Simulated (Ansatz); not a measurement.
Species: C$_{2}$H$_{5}$O, charge 0, doublet. C2H5O (SMILES C[CH]O, doublet).
B3LYP-D3(BJ)/def2-TZVP minimum from Ansatz (a first-principles code):
```
C
O 1 1.3741
H 2 0.9628 1 109.63
H 1 1.0856 2 116.67 3 -26.31
C 1 1.4793 4 121.35 2 148.14
H 5 1.0905 1 110.30 4 37.29
H 5 1.0936 6 108.40 1 -121.60
H 5 1.1007 6 107.78 7 -115.40
```
Charge 0, spin multiplicity 2.

Total energies in hartree (Ansatz). Open shells are spin-unrestricted; no spin-orbit coupling. Correlated methods leave the cores frozen. No relativity. Where a partner has so few electrons that a lower coupled-cluster level is exact, that level stands in.

| species | HF/cc-pVTZ | CCSD(T)/cc-pVTZ | HF/cc-pVQZ | CCSD(T)/cc-pVQZ | CCSD(T)/cc-pVDZ | CCSDT(Q)/cc-pVDZ |
|---|---|---|---|---|---|---|
| 1: C2H5O (SMILES O[CH]C, doublet) | -153.51811 | -154.13429 | -153.52989 | -154.18269 | -153.96836 | -153.97012 |
| 2: C (triplet) | -37.69157 | -37.78076 | -37.69331 | -37.78654 | -37.76038 | -37.76071 |
| 3: O (triplet) | -74.81176 | -74.97396 | -74.81729 | -74.99357 | -74.90995 | -74.91013 |
| 4: H (doublet) | -0.49981 | -0.49981 | -0.49995 | -0.49995 | -0.49928 | -0.49928 |

Q: Work out the atomisation energy (electronic, to ground-state atoms) in kcal/mol: take Hartree-Fock from cc-pVQZ, extrapolate the CCSD(T) correlation energy as X^-3 (X = 3, 4), and add CCSDT(Q) - CCSD(T) in cc-pVDZ. 1 hartree = 627.51 kcal/mol.

A: 
Species 1: correlation (64·(-0.65280) - 27·(-0.61618))/37 = -0.67952; step -0.00176; E1 = -153.52989 + (-0.67952) + (-0.00176) = -154.21117
Species 2: correlation (64·(-0.09323) - 27·(-0.08919))/37 = -0.09618; step -0.00033; E2 = -37.69331 + (-0.09618) + (-0.00033) = -37.78982
Species 3: correlation (64·(-0.17628) - 27·(-0.16220))/37 = -0.18655; step -0.00018; E3 = -74.81729 + (-0.18655) + (-0.00018) = -75.00402
Species 4: correlation (64·(0.00000) - 27·(0.00000))/37 = 0.00000; step +0.00000; E4 = -0.49995 + (0.00000) + (+0.00000) = -0.49995
-1·E1 +2·E2 +1·E3 +5·E4 = 1.12776 hartree = 707.7 kcal/mol.
